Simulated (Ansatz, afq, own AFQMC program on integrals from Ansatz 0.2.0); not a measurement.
Integrals from Ansatz 0.2.0, then the random walk in our own AFQMC program (afq).

```yaml
crystal:
  periodic: [false, false, false]
  atoms:
    - {symbol: Ge, position_ang: [0.000000, 0.000000, 0.000000]}
    - {symbol: H, position_ang: [0.000000, 0.000000, 1.588631]}
basis:
  gaussian: {orbitals: cc-pVTZ}
total_charge: 1
magnetization: {spin_polarized: false}
correlation: {method: ccsd_t, electrons: outside_noble_gas, hamiltonian_folder: ham}
```

```sh
$ ansatz run in.yaml --threads 1 --pin off --events-out ev --progress --plain --max-ram 1382MiB
```

Options of the walk:

```
--method phaseless --trial hf --walkers 120 --populations 1 --least-time 40 --time-step 0.005 --steps-per-block 20 --equilibration-blocks 112 --max-blocks 600 --target-error 0.00072 --factor-cut 1e-05 --seed 495 --taylor-order 6
```

Times are imaginary, in 1/Eh. The walk had a cap of 525 s. Filled inner d shells are frozen with the cores.

Output of the walk:

```
orbitals 43  electrons 2 2  factors 298 of 358
reference energy -2075.66610455 Eh
CCSD correlation -0.08498141 Eh in 10 cycles, weight of the determinant in the CISD state 0.9314
energy of the start -2075.666105 Eh
 block  time / (1/Eh)  mean weight  energy / Eh
     1     0.100  1.0005  -2075.681104
     2     0.200  1.0006  -2075.689540
     3     0.300  1.0004  -2075.699077
     4     0.400  0.9996  -2075.702800
     5     0.500  0.9996  -2075.711261
     7     0.700  0.9996  -2075.720822
     9     0.900  1.0015  -2075.722704
    18     1.800  0.9997  -2075.740365
    52     5.200  1.0002  -2075.749685
    86     8.600  0.9986  -2075.749568
   120    12.000  1.0000  -2075.748815
   154    15.400  1.0006  -2075.753838
   188    18.800  1.0007  -2075.759233
   222    22.200  0.9997  -2075.775858
   239    23.900  0.9993  -2075.740881
   256    25.600  0.9998  -2075.757545
   290    29.000  1.0001  -2075.756357
   324    32.400  0.9998  -2075.749289
   358    35.800  1.0005  -2075.755882
   392    39.200  0.9992  -2075.746667
   426    42.600  0.9999  -2075.750097
   460    46.000  1.0004  -2075.753561
   494    49.400  1.0003  -2075.749454
   528    52.800  0.9997  -2075.753044
   562    56.200  1.0002  -2075.752715
   596    59.600  1.0011  -2075.755570
   630    63.000  1.0003  -2075.748587
   664    66.400  0.9992  -2075.746028
   698    69.800  0.9994  -2075.746634
blocks merged  error / Eh  count
     1  0.000335  600
     2  0.000445  300
     4  0.000578  150
     8  0.000704  75
    16  0.000853  37
    32  0.000983  18
    64  0.001152  9
energy -2075.752190 +/- 0.000983 Eh
(rows thinned)
```

The run passed its tests (sampling time, drift between the halves within three errors, error under three times the target), which doesn't prove that it has relaxed. The second half of the sampling lies above the first by 1.7 errors of their difference, so the energy may still be moving and its error bar be too small.

Against this walk (error 26.7 meV) on the same determinant: CCSD(T) 6.6 meV lower (within the noise), CCSDT(Q) 16.2 meV lower (within the noise), full CI for this spin (own frozen core, lowest symmetry allowed) 16.5 meV lower (within the noise), a separate phaseless walk with a CISD trial and standard settings 7.1 ± 26.8 meV lower (within the noise). The error is statistical and leaves out the bias of the constraint.

Cautions: constraint bias not in the error; error above the target (26.7 against 19.6 meV); no relativity below Rb; no spin-orbit coupling; inner d shell frozen.

The walk took 2.2 min on 1 thread of Arm Neoverse V1, with other jobs on the host. The log's last line is the phaseless energy.

CCSDT and higher add their correlation energy to the determinant of the CCSD(T) run, since their own runs factorise the integrals more tightly (a shift of under 2 meV). A walk keeps the symmetry of its determinant, which the program's search chose and which needn't be the lowest solution, so a lower state of the same spin and another symmetry isn't excluded.
